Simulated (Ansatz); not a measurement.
# NaP2: from a trial structure to a relaxed crystal

The calculation used Ansatz 0.2.0, DFT PBE, scalar-relativistic, plane waves, PAW. Cutoff 420 eV, Γ-centred k mesh, Gaussian smearing, no spin polarisation in the final step.

The start puts NaP2 on the Cu2Sb structure type (P4/nmm, No. 129), with Na in place of Sb, P in place of Cu, at a guessed volume.

```yaml
crystal:
  lattice:
    - [4.05967, 0.00000, 0.00000]
    - [0.00000, 4.05967, 0.00000]
    - [0.00000, 0.00000, 6.19425]
  atoms:
    - { symbol: Na, position: [0.00000, 0.50000, 0.70000] }
    - { symbol: Na, position: [0.50000, 0.00000, 0.30000] }
    - { symbol: P, position: [0.00000, 0.00000, 0.00000] }
    - { symbol: P, position: [0.50000, 0.50000, 0.00000] }
    - { symbol: P, position: [0.00000, 0.50000, 0.27000] }
    - { symbol: P, position: [0.50000, 0.00000, 0.73000] }
```

Cell and atoms relax at zero pressure; the relaxation can't lower the symmetry of the start. After a coarse first stage the cell is made exact in the group found at 0.06 Å.

The zero of energy is the elements' standard structures at the same level; no fitted shifts are applied.

(1) Describe the relaxed structure.

(2) What are its volume, energy, density and gap?

Results:

(1) It keeps P4/nmm (No. 129), but not the shape of the type it started on. Conventional cell: a = 4.627 Å, c = 5.748 Å. Na has 2 P at 2.86–2.89 Å, 4 P at 3.10 Å, 4 P at 3.51 Å and 4 Na at 3.65 Å; P on Wyckoff site a (2 atoms of the primitive cell) is coordinated by 4 P at 2.44 Å; P on Wyckoff site c (2 atoms of the primitive cell) is coordinated by 4 P at 2.44 Å and 2 Na at 2.86–2.89 Å.

```
Na P
1.0
     4.62699    0.00000    0.00000
     0.00000    4.62699    0.00000
     0.00000    0.00000    5.74832
Na P
2 4
Direct
  0.00000 0.50000 0.64032
  0.50000 0.00000 0.35968
  0.00000 0.00000 0.00000
  0.50000 0.50000 0.00000
  0.00000 0.50000 0.13710
  0.50000 0.00000 0.86290
```

(2) The volume per atom is 20.51 Å³. The density is 2.29 g/cm³ and the energy over the elements is -0.08 eV/atom. The gap on the 8×8×8 mesh is 0 eV (a metal).

The final run used a 8×8×8 mesh on its 6-atom cell and 0.10 eV smearing. The k mesh leaves about 4 meV/atom of noise in metals. A structure relaxed within its symmetry needn't be a true minimum.

Cost: 4 runs of about 2.3 core-minutes in all, on Arm Neoverse V1 (shared hosts).